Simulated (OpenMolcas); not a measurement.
**HNO3 (peroxynitrous acid): SOS-MP2/ANO-XS-VDZP (DKH2, Cholesky decomposition)**

Aim: the energy change on altering one bond length of HNO3 (peroxynitrous acid) at SOS-MP2/ANO-XS-VDZP (DKH2, Cholesky decomposition), from 2 runs. 

The results are computed with OpenMolcas 26.06.

3 further runs of the same task are left out: 3 set aside as unsound or not needed.

### 1 The system as given

The species is HNO3 (5 atoms), meant as a singlet with charge 0. As SMILES, `O=NOO`. Geometry: relaxed at GFN2-xTB. This is one conformer, not always the lowest.

Bond lengths: O1–N2 1.201 Å, N2–O3 1.273 Å, O3–O4 1.436 Å, O4–H5 0.984 Å. Angles: O1–N2–O3 119.9°, N2–O3–O4 119.3°, O3–O4–H5 102.4°.

### 2 A single-point energy at SOS-MP2/ANO-XS-VDZP (DKH2, Cholesky decomposition)

The input, test.inp:

```
>>> EXPORT MOLCAS_PRINT=2

&GATEWAY
  BasisSet
  O.ANO-XS-VDZP....
  O1 0.065910 -0.913420 1.047340 angstrom
  O3 -0.768700 0.249290 -0.545570 angstrom
  O4 0.510450 0.860430 -0.776300 angstrom
  End of Basis
  BasisSet
  N.ANO-XS-VDZP....
  N2 -0.887330 -0.616080 0.379900 angstrom
  End of Basis
  BasisSet
  H.ANO-XS-VDZP....
  H5 1.079670 0.419780 -0.105350 angstrom
  End of Basis

&SEWARD
  Medium
  Relativistic=R02E00

&SCF
  PrOrbitals=1 1

&MBPT2
  SOSMP2
  Frozen=4
```

Started as:

```
$ export MOLCAS_MEM=1860
$ pymolcas test.inp > test.log
```

Log:

```text
--- Start Module: gateway ---
[...]
--- Stop Module: gateway /rc=_RC_ALL_IS_WELL_ ---
[...]
      Basis functions           61
[...]
--- Start Module: scf ---
[...]
       Convergence after  14 Iterations
[...]
::    Total SCF energy                               -279.5802640763
[...]
      Total spin, S                                     0.0000000000
[...]
      Total electronic charge=   32.000000
      Total            charge=   -0.000000
[...]
      Dipole Moment (debye):
      Origin of the operator (angstrom)=   -0.2288   -0.0804    0.0131
                   X=  9.7112E-01               Y=  7.2022E-02               Z=  2.2043E-01           Total=  9.9842E-01
      Quadrupole Moment (debye*angstrom):
[...]
--- Stop Module: scf /rc=_RC_ALL_IS_WELL_ ---
[...]
--- Start Module: mbpt2 ---
[...]
WARNING!
Default frozen orbitals as non valence orbitals is overwritten by user input.
Default values:   4
[...]
::    Total MBPT2 energy                             -280.2584021102
[...]
--- Stop Module: mbpt2 /rc=_RC_ALL_IS_WELL_ ---
[...]
```

Run time: 3 s. Hardware: 1 thread of Arm Neoverse V2, shared host.

### 3 The distorted shape, same level

The input, test.inp:

```
>>> EXPORT MOLCAS_PRINT=2

&GATEWAY
 BasisSet
 O.ANO-XS-VDZP....
 O1 -0.253902 -1.066216 1.105027 angstrom
 O3 -1.088512 0.096494 -0.487883 angstrom
 O4 0.510450 0.860430 -0.776300 angstrom
 End of Basis
 BasisSet
 N.ANO-XS-VDZP....
 N2 -1.207142 -0.768876 0.437587 angstrom
 End of Basis
 BasisSet
 H.ANO-XS-VDZP....
 H5 1.079670 0.419780 -0.105350 angstrom
 End of Basis

&SEWARD
 Medium
 Relativistic = R02E00

&SCF
 PrOrbitals = 1 1

&MBPT2
 SOSMP2
 Frozen = 4
```

Started as:

```
$ export MOLCAS_MEM=1860
$ pymolcas test.inp > test.log
```

Log:

```text
--- Start Module: gateway ---
[...]
--- Stop Module: gateway /rc=_RC_ALL_IS_WELL_ ---
[...]
      Basis functions           61
[...]
--- Start Module: scf ---
[...]
       Convergence after  16 Iterations
[...]
::    Total SCF energy                               -279.5273129347
[...]
      Total spin, S                                     0.0000000000
[...]
      Total electronic charge=   32.000000
      Total            charge=   -0.000000
[...]
      Dipole Moment (debye):
      Origin of the operator (angstrom)=   -0.4623   -0.1919    0.0552
                   X=  1.2989E+00               Y=  2.0400E-02               Z=  3.9212E-01           Total=  1.3569E+00
      Quadrupole Moment (debye*angstrom):
[...]
--- Stop Module: scf /rc=_RC_ALL_IS_WELL_ ---
[...]
--- Start Module: mbpt2 ---
[...]
WARNING!
Default frozen orbitals as non valence orbitals is overwritten by user input.
Default values:   4
[...]
::    Total MBPT2 energy                             -280.2398042972
[...]
--- Stop Module: mbpt2 /rc=_RC_ALL_IS_WELL_ ---
[...]
```

It took 3.3 s on 1 thread of Arm Neoverse V2, shared host.

### 4 Results

Level: SOS-MP2/ANO-XS-VDZP (DKH2, Cholesky decomposition), 4 core orbitals frozen.

| quantity | value |
| --- | --- |
| first shape: total energy | -280.25840 Eh |
| first shape: dipole moment (mean-field density) | 1.00 D |
| first shape: HOMO energy (Hartree–Fock orbitals) | -13.10 eV |
| first shape: LUMO energy (Hartree–Fock orbitals) | 2.62 eV |
| first shape: HOMO–LUMO gap (Hartree–Fock orbitals) | 15.72 eV |
| first shape: correlation energy (4 core orbitals frozen) | -678.1 mEh |
| distorted shape: total energy | -280.23980 Eh |
| distorted shape: dipole moment (mean-field density) | 1.36 D |
| distorted shape: HOMO energy (Hartree–Fock orbitals) | -12.52 eV |
| distorted shape: LUMO energy (Hartree–Fock orbitals) | 0.31 eV |
| distorted shape: HOMO–LUMO gap (Hartree–Fock orbitals) | 12.83 eV |
| distorted shape: correlation energy (4 core orbitals frozen) | -712.5 mEh |
| energy change with the O3–O4 bond stretched from 1.436 to 1.795 Å | 0.506 eV |

In words: With the O3–O4 bond stretched from 1.436 to 1.795 Å the energy rises by 0.51 eV (48.8 kJ/mol). The first shape isn't relaxed at this level, so the change isn't measured from a minimum. Mulliken charges (first shape) of the mean-field density run from -0.32 on O1 to +0.36 on H5; they depend strongly on the basis.
